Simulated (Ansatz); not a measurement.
Two structures of CH3F2 (charge -1), closed shell, reached by relaxing down either side of one saddle point (PBE0-D4/def2-TZVPD). Energies are electronic, without zero-point energy. Ansatz 0.2.0; basis: def2-TZVPPD and def2-QZVPPD; cores frozen in the correlated methods. Extrapolation: Hartree–Fock as exp(−7.88 √X), correlation as X^−2.97. First:

F1  (-0.756, -1.431, 0.772)
C2  (-0.155, -0.294, 0.158)
F3  (0.930, 1.759, -0.949)
H4  (-0.081, 0.505, 0.890)
H5  (0.835, -0.564, -0.195)
H6  (-0.772, 0.025, -0.676)
(Å)

Second:

```tsv
atom	x (Å)	y (Å)	z (Å)
F1	-0.9299	-1.7596	0.9491
C2	0.1552	0.2936	-0.1584
F3	0.7565	1.4314	-0.7721
H4	-0.0692	0.5281	0.8775
H5	0.8471	-0.5414	-0.2074
H6	-0.7596	0.0480	-0.6888
```

Q: Which bonds change from the first to the second?

A: [CH₃F ([CH3][F]) + F]⁻ → [CH₃F ([CH3][F]) + F]⁻; bonds formed: C2–F3; bonds broken: F1–C2.

Q: Give the saddle point's structure and its height above each. (Judge from chemistry; the value comes from the calculation.)

A: The calculation gives: 0.572 eV above the first and 0.572 eV above the second (CCSD(T) at an estimated basis limit (MP2 extrapolated from triple and quadruple zeta, plus CCSD(T) − MP2 in triple zeta)).
```
6
angstrom
F -0.7677 -1.4527 0.7836
C -0.0001 -0.0002 0.0001
F 0.7677 1.4526 -0.7836
H -0.0787 0.5405 0.9246
H 0.8799 -0.5784 -0.2106
H -0.8011 0.0383 -0.7142
```

No T1 diagnostic of these runs exceeds 0.020.

Labels in which every atom is bracketed show which atoms are joined, not bond orders.

For scale, one of the runs: CCSD(T)/def2-TZVPPD, 168 basis functions, launched by `ansatz run in.yaml --threads 2 --pin off --events-out ev --progress --plain --max-ram 4352MiB`. The run took 23 s on 2 CPU threads of an Arm Neoverse N1 (shared host), with 1.1 GiB of host memory at its peak.
